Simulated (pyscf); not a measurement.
Thermochemistry of product channels of H₂B–NH₂ + CH₄ on the singlet surface, in eV, from ωB97M-D3(BJ)/def2-TZVP energies (ideal gas, 1 atm, RRHO with modes under 100 cm⁻¹ raised to 100, one conformer, R ln 2 for rigid chiral ones). Optimised with ωB97X-D3(BJ)/def2-SVP in PySCF.

```json
[
 {"products": "H₂B–NH–CH₃ + H₂", "ΔE": "+1.03", "ΔH(298 K)": "+0.89", "ΔG(298 K)": "+0.93", "ΔG(1200 K)": "+0.98"},
 {"products": "H₃C–BH–NH₂ + H₂", "ΔE": "[?]", "ΔH(298 K)": "+0.11", "ΔG(298 K)": "+0.14", "ΔG(1200 K)": "[?]"},
 {"products": "H₂B–CH₃ + NH₃", "ΔE": "+1.56", "ΔH(298 K)": "+1.51", "ΔG(298 K)": "+1.43", "ΔG(1200 K)": "+1.15"}
]
```

**Question.** Fill in the missing entries.

**Answer.** 
- H₃C–BH–NH₂ + H₂, ΔE: +0.25
- H₃C–BH–NH₂ + H₂, ΔG(1200 K): +0.10

These are energies of the channels, which say nothing of barriers.
